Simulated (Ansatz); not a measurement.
# Molecular dynamics of CH$_{5}$N$_{2}$, charge +1

Input file:

```yaml
crystal:
  periodic: [false, false, false]
  atoms:
    - { symbol: "N", position_ang: [-0.7961, 0.580844, -1.348107] }
    - { symbol: C, position_ang: [-0.179103, 0.716395, -0.276607] }
    - { symbol: "N", position_ang: [0.37407, -0.451479, 0.625716] }
    - { symbol: H, position_ang: [-0.988306, -0.359146, -1.723384] }
    - { symbol: H, position_ang: [0.06526, 1.680073, 0.187151] }
    - { symbol: H, position_ang: [1.402942, -0.371823, 0.738965] }
    - { symbol: H, position_ang: [0.167267, -1.382695, 0.222007] }
    - { symbol: H, position_ang: [-0.04604, -0.41217, 1.574249] }
total_charge: 1
magnetization:
  spin_polarized: true
basis:
  gaussian: { orbitals: "6-31G*" }
hamiltonian:
  xc: pbe
md:
  timestep: 0.5
  n_steps: 150
  ensemble: nvt_nose_hoover
  temperature: 3000.0
  initial_velocities: maxwell_boltzmann
  seed: 620828
  nose_hoover: { tau: 50.0, chain_length: 1 }
```

Launched with:

```bash
$ ansatz run input.yaml --threads 1 --pin off --max-ram 2048MiB --backend cpu --events-out ev --progress --plain --runs-dir out
```

It starts from a relaxed structure.

Output, in part (one step line in 6, the closing report, with atoms numbered from 0):

```
md step     0: t =     0.00 fs  T =  3000.0 K  F+E_penalty+E_count = -4085.34835319 eV  E_kin = 2.326680 eV  conserved = -4083.02167321 eV  (30 SCF iters)
md step     6: t =     3.00 fs  T =  2240.3 K  F+E_penalty+E_count = -4084.75525529 eV  E_kin = 1.737460 eV  conserved = -4083.01816904 eV  (32 SCF iters)
md step    12: t =     6.00 fs  T =  1453.7 K  F+E_penalty+E_count = -4084.14054583 eV  E_kin = 1.127418 eV  conserved = -4083.01613129 eV  (32 SCF iters)
md step    18: t =     9.00 fs  T =  1857.4 K  F+E_penalty+E_count = -4084.45010055 eV  E_kin = 1.440560 eV  conserved = -4083.01931678 eV  (32 SCF iters)
md step    24: t =    12.00 fs  T =  1992.3 K  F+E_penalty+E_count = -4084.54232700 eV  E_kin = 1.545168 eV  conserved = -4083.01983994 eV  (32 SCF iters)
md step    30: t =    15.00 fs  T =  1286.0 K  F+E_penalty+E_count = -4083.97818877 eV  E_kin = 0.997357 eV  conserved = -4083.01743728 eV  (31 SCF iters)
md step    36: t =    18.00 fs  T =  1257.1 K  F+E_penalty+E_count = -4083.94208056 eV  E_kin = 0.974986 eV  conserved = -4083.01678522 eV  (32 SCF iters)
md step    42: t =    21.00 fs  T =  2011.4 K  F+E_penalty+E_count = -4084.50570125 eV  E_kin = 1.559941 eV  conserved = -4083.02028905 eV  (31 SCF iters)
md step    48: t =    24.00 fs  T =  1857.9 K  F+E_penalty+E_count = -4084.35202682 eV  E_kin = 1.440911 eV  conserved = -4083.01819579 eV  (32 SCF iters)
md step    54: t =    27.00 fs  T =  1803.2 K  F+E_penalty+E_count = -4084.27464777 eV  E_kin = 1.398527 eV  conserved = -4083.01661010 eV  (31 SCF iters)
md step    60: t =    30.00 fs  T =  2418.4 K  F+E_penalty+E_count = -4084.71090321 eV  E_kin = 1.875606 eV  conserved = -4083.01963476 eV  (32 SCF iters)
md step    66: t =    33.00 fs  T =  2366.0 K  F+E_penalty+E_count = -4084.61447835 eV  E_kin = 1.834949 eV  conserved = -4083.01824033 eV  (32 SCF iters)
md step    72: t =    36.00 fs  T =  2086.0 K  F+E_penalty+E_count = -4084.34527525 eV  E_kin = 1.617805 eV  conserved = -4083.01774054 eV  (32 SCF iters)
md step    78: t =    39.00 fs  T =  2183.1 K  F+E_penalty+E_count = -4084.36845580 eV  E_kin = 1.693137 eV  conserved = -4083.01731057 eV  (30 SCF iters)
md step    84: t =    42.00 fs  T =  2527.8 K  F+E_penalty+E_count = -4084.57427169 eV  E_kin = 1.960459 eV  conserved = -4083.01906269 eV  (33 SCF iters)
md step    90: t =    45.00 fs  T =  1992.8 K  F+E_penalty+E_count = -4084.09399973 eV  E_kin = 1.545519 eV  conserved = -4083.01726812 eV  (33 SCF iters)
md step    96: t =    48.00 fs  T =  1729.6 K  F+E_penalty+E_count = -4083.83776343 eV  E_kin = 1.341436 eV  conserved = -4083.01649854 eV  (33 SCF iters)
md step   102: t =    51.00 fs  T =  2169.5 K  F+E_penalty+E_count = -4084.11936488 eV  E_kin = 1.682559 eV  conserved = -4083.01874254 eV  (32 SCF iters)
md step   108: t =    54.00 fs  T =  2375.0 K  F+E_penalty+E_count = -4084.20446458 eV  E_kin = 1.841986 eV  conserved = -4083.01880801 eV  (32 SCF iters)
md step   114: t =    57.00 fs  T =  2199.1 K  F+E_penalty+E_count = -4083.98545195 eV  E_kin = 1.705555 eV  conserved = -4083.01683143 eV  (31 SCF iters)
md step   120: t =    60.00 fs  T =  2142.7 K  F+E_penalty+E_count = -4083.86531783 eV  E_kin = 1.661821 eV  conserved = -4083.01610045 eV  (30 SCF iters)
md step   126: t =    63.00 fs  T =  2576.8 K  F+E_penalty+E_count = -4084.11487444 eV  E_kin = 1.998487 eV  conserved = -4083.01666741 eV  (31 SCF iters)
md step   132: t =    66.00 fs  T =  2573.8 K  F+E_penalty+E_count = -4084.01129373 eV  E_kin = 1.996121 eV  conserved = -4083.01728584 eV  (31 SCF iters)
md step   138: t =    69.00 fs  T =  2480.1 K  F+E_penalty+E_count = -4083.84217337 eV  E_kin = 1.923439 eV  conserved = -4083.01539624 eV  (31 SCF iters)
md step   144: t =    72.00 fs  T =  2853.2 K  F+E_penalty+E_count = -4084.02500171 eV  E_kin = 2.212790 eV  conserved = -4083.01865320 eV  (32 SCF iters)
md step   150: t =    75.00 fs  T =  2715.2 K  F+E_penalty+E_count = -4083.80916426 eV  E_kin = 2.105825 eV  conserved = -4083.01968628 eV  (31 SCF iters)
Total energy: -4083.80918651 eV, -150.0772194989 hartree
Atom 0 at    -1.109271     0.898919    -1.274345 Å, force     2.064941    -0.315895     1.211442 eV/Å
Atom 1 at     0.011643     0.630142    -0.895485 Å, force    -3.156045     0.298676    -1.015819 eV/Å
Atom 2 at     0.480012    -0.718046     1.055252 Å, force     0.539718    -0.156985    -0.593899 eV/Å
Atom 3 at    -2.134191     0.955924    -1.099196 Å, force     0.810624    -0.300668    -0.083757 eV/Å
Atom 4 at     1.040800     0.821293    -1.244216 Å, force    -0.116867    -0.315013     0.399963 eV/Å
Atom 5 at     0.936762    -1.660939     0.850732 Å, force    -1.468961     0.758298     0.816373 eV/Å
Atom 6 at     0.095402    -0.527448     2.044099 Å, force     0.813004    -0.651046    -1.762811 eV/Å
Atom 7 at     1.269098    -0.122578     0.828173 Å, force     0.513586     0.682632     1.028508 eV/Å
Dipole moment:     0.101118     0.077569     0.071617 e Å
```

All steps were run. The conserved energy stayed within 0.92 meV per atom of its start (net change 0.25 meV per atom), so the integration is sound. The mean temperature of the second half is 22 % below the set value. A run of 0.075 ps of so small a system gives no equilibrium averages. The orbitals stay closed-shell, which can raise the energy where a bond breaks towards radicals; this wasn't checked here. Limits of this set-up: the dipole of an ion depends on the origin.

Parted: C2–N3 1.58 → 2.42 Å. It ends as CH2N + H3N (total charge +1). Pairs count as bonded within 1.25 times the sum of covalent radii (0.12 Å more for H–H).

Last frame:

```xyz
8
Properties=species:S:1:pos:R:3
N -1.109 0.899 -1.274
C 0.012 0.630 -0.895
N 0.480 -0.718 1.055
H -2.134 0.956 -1.099
H 1.041 0.821 -1.244
H 0.937 -1.661 0.851
H 0.095 -0.527 2.044
H 1.269 -0.123 0.828
```

Run time: 4.6 min on 1 thread of Intel(R) Xeon(R) Platinum 8259CL CPU @ 2.50GHz (Skylake/Cascade Lake), on a shared host, peak memory 0.13 GiB.
